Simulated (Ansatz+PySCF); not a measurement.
# doublet C2H3O2: levels of theory in one basis

```xyz
7

C    -0.0074   -0.1299   -1.0666
C     0.0030    0.3111    0.3082
O    -0.0071   -0.7375    1.1868
H     0.0053   -0.3488    2.0753
H    -0.0058   -1.1774   -1.3390
H    -0.0100    0.6365   -1.8382
O     0.0080    1.4590    0.6848
```

Basis set: cc-pVTZ (spherical functions). Left uncorrelated: 4 orbitals. Correlation on ROHF uses semicanonical orbitals with singles. Charge 0, multiplicity 2.

Computed with Ansatz (development build ahead of 0.2.0) and PySCF 2.14.0; each method stands on the lowest determinant of its kind that the runs found.

```tsv
method	E − E(ROHF) (eV)	<S²> of the determinant
ROHF	0.00	0.75
UHF	-0.18	0.80
ROHF-MP2	-20.92	–
```

Task: What does UHF-MP2 give on the same scale?

Result: -20.83 eV.
